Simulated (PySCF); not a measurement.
Gas-phase reaction: 3 SiH₂(NH₂)₂ ⇌ 5 NH₃ + N + 3 SiH

Energies from PySCF, thermal terms from the rigid-rotor harmonic-oscillator model, ideal gas at 1 bar. † marks an energy on the PBE0/def2-TZVP geometry and frequencies; other levels use their own. MP2 and CCSD(T) freeze the core. Open shells (unrestricted): N (multiplicity 4), SiH (multiplicity 2, electronic degeneracy 4); the rest are closed-shell singlets. Spin-orbit splitting is ignored; it lowers the true energy and changes the entropy of SiH. No R ln 2 is added for the mirror-image form of SiH₂(NH₂)₂. SiH₂(NH₂)₂: computed as isolated molecules; such fragments, hydroxides, amides, oligomers or adducts are transient or little studied in the gas. MP2 isn't extrapolated to the basis-set limit; its ΔH°(298 K) is 1729.7 kJ in def2-SVP and 1857.8 kJ in def2-TZVPP. CCSD(T) isn't extrapolated to the basis-set limit; its ΔH°(298 K) is 1622.0 kJ in def2-SVP and 1743.1 kJ in def2-TZVPP. The harmonic model lacks anharmonicity and excited electronic states, which grow with temperature; levels with a mode under 35 cm⁻¹ are left out. Internal rotation in SiH₂(NH₂)₂ is treated as a harmonic vibration of one conformer, which makes the entropy rough. Warning, large T1 diagnostic: SiH (CCSD(T)/def2-TZVPP†).

| level | ΔE electronic, kJ | ΔH°(298 K), kJ | ΔS°(298 K), J/K | ΔG°(1200 K), kJ |
|---|---|---|---|---|
| CCSD(T)/def2-TZVPP† | 1768 | 1743 | 842 | 761 |
| MP2/def2-SVP† | 1755 | 1730 | 842 | 747 |
| MP2/def2-TZVPP† | 1883 | 1858 | 842 | 876 |
| PBE/def2-SVP | 1826 | 1801 | 844 | 817 |
| PBE0/def2-SVP† | 1813 | 1788 | 842 | 806 |
| LDA/def2-TZVP† | 2125 | 2100 | 842 | 1118 |
ΔH° is lowest at MP2/def2-SVP† and highest at LDA/def2-TZVP†. No reference value is set beside these.
